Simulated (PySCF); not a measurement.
**How well do the runs reproduce experiment for C3H4?**

**The experiment to reproduce.**

NIST CCCBDB Release 22 (SRD 101), experimental dipoles lists, for the gas: dipole moment (microwave Stark effect) 0.454 ± 0.01 D.

The results are set against them at the end.

C3H4.
SMILES with atom numbers: `[CH:1]1=[CH:2][CH2:3]1` (hydrogens: H4 on C1; H5 on C2; H6, H7 on C3)

Cartesian coordinates in Å at the PBE0-D3(BJ)/def2-SVP level; atoms count from 1:
```xyz
7
C3H4 angstrom
C     -0.572    0.683   -0.088
C     -0.609   -0.608    0.024
C      0.761    0.002    0.010
H     -1.088    1.635   -0.185
H     -1.178   -1.532    0.089
H      1.343    0.066    0.944
H      1.396   -0.094   -0.886
```

Runs made with PySCF (gas phase, on this PBE0-D3(BJ)/def2-SVP geometry; no spin–orbit coupling):

| level | job | basis functions | wall time |
| --- | --- | --- | --- |
| PBE0-D3(BJ)/def2-SVP, grid level 1 | geometry optimisation from a GFN2-xTB start | 62 | 3.1 s |

Hardware: an Arm Neoverse V1 with one thread (shared host).

## Comparison

**Dipole moment.** Measured: 0.454 D (NIST CCCBDB Release 22 (SRD 101), experimental dipoles).

| level | computed (D) | computed − measured (D) | % (from the printed values) |
| --- | --- | --- | --- |
| PBE0-D3(BJ)/def2-SVP | 0.528 | +0.074 | +16 |

The computed dipoles belong to one fixed geometry; measured ones are averaged over vibrations unless marked μe. Magnitudes are compared, not signs.

The geometry is computed, not the measured one. Where a level misses, the cause wasn't examined.
